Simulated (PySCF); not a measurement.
Oxygen: a sound run and one with changed settings

Sound run: O [He] 2s2 2p4, O⁺ [He] 2s2 2p3. All numbers are calculated (PySCF 2.14, no relativity, point nucleus, in cc-pVTZ). In the sound run the correlated levels freeze 1s2. The sound run starts from symmetry-adapted Hartree-Fock orbitals and uses a fine grid where one is needed.

Changed run: a valence shell is frozen. This setting is unsound on purpose.

```csv
species,method,sound run (hartree),changed run (hartree),converged
O,MP2,-74.95490,-74.87880,yes
O,CCSD(T),-74.97396,-74.88675,yes
O⁺,MP2,-74.46801,-74.39384,yes
O⁺,CCSD(T),-74.48467,-74.39785,yes
```

Ionisation energy of O:

```tsv
method	sound run (eV)	changed run (eV)
UHF	12.011	12.011
MP2	13.249	13.197
SCS-MP2	13.347	13.407
CCSD	13.279	13.281
CCSD(T)	13.314	13.304
```

Freezing a valence shell removes pair correlation that changes on ionisation.

For comparison, NIST gives 13.618 eV between the lowest levels.
